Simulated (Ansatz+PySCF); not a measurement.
The numbers below are computed, except where a source is named.
Input for PySCF 2.14.0:

```python
from pyscf import gto, scf, cc

mol = gto.M(atom="""
Li 0.000000 0.000000 0.000000
F 1.128940 1.505250 3.258950
""", basis='sto-3g', charge=0, spin=2)
mf = scf.UHF(mol)
mf.kernel()
mycc = cc.CCSD(mf, frozen=1).run()
et = mycc.ccsd_t()
print(mf.e_tot, mycc.e_corr, et, mycc.e_tot + et)
```

The script is written out from the run's settings.

The run gave:

```yaml
Converged: yes
Reference_energy: -105.30336 hartree
CCSD_correlation_energy: -0.00038 hartree
Triples_correction: 0.00000 hartree
Total_energy: -105.30374 hartree
Spin_squared_of_the_determinant: 2.000
```
